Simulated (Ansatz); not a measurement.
Reaction (substitution at a C–S bond): `CNCSC` + H–F → `CNCF` + CH₃SH

Computed with Ansatz on PBE0-D4/def2-TZVP structures; ΔE is electronic, products minus reactants. CBS: MP2 limit from def2 TZ/QZ plus the TZ coupled-cluster correction, frozen cores. This one scheme is used for every species. DFT in def2-TZVPP. B3LYP here is the variant with VWN-RPA as its local correlation; programs differ in this. One conformer a species, not always the lowest.

| level | ΔE (kcal/mol) | difference from CCSD(T)/CBS |
| --- | --- | --- |
| PBE-D4 | 1.7 | -2.0 |
| r2SCAN-D4 | 0.5 | -3.2 |
| PBE0-D4 | 2.0 | -1.7 |
| B3LYP-D4 | 0.3 | -3.4 |
| ωB97X-V | -0.5 | -4.2 |
| ωB97M-V | 0.3 | -3.4 |
| B2PLYP | -0.2 | -3.9 |
| PBE | -0.1 | -3.8 |
| r2SCAN | 0.0 | -3.7 |
| PBE0 | 0.4 | -3.3 |
| B3LYP | -2.7 | -6.4 |
| HF/def2-TZVPP | -4.9 | -8.6 |
| MP2/def2-TZVPP | 4.9 | 1.2 |
| SCS-MP2/def2-TZVPP | 2.4 | -1.3 |
| CCSD/def2-TZVPP | 1.0 | -2.7 |
| CCSD(T)/def2-TZVPP | 2.0 | -1.7 |
| HF/def2-QZVPP | -4.8 | -8.5 |
| MP2/def2-QZVPP | 5.9 | 2.2 |
| SCS-MP2/def2-QZVPP | 3.4 | -0.3 |
| HF/CBS(def2) | -4.8 | -8.5 |
| MP2/CBS(def2) | 6.6 | 2.9 |
| CCSD/CBS(def2) | 2.6 | -1.1 |
| CCSD(T)/CBS | 3.7 | 0 |

Largest T1 diagnostic among the species: 0.011.

In def2-TZVPP, CCSD(T) changes the Hartree–Fock value by +6.9 kcal/mol (the triples alone add +1.1 kcal/mol) and MP2 by +9.8 kcal/mol. The D4 term adds +2.9 kcal/mol with B3LYP and +1.6 kcal/mol with PBE0; it sums over pairs of atoms, weighted by their polarisabilities, and B3LYP, whose exchange is more repulsive, gets the larger term.
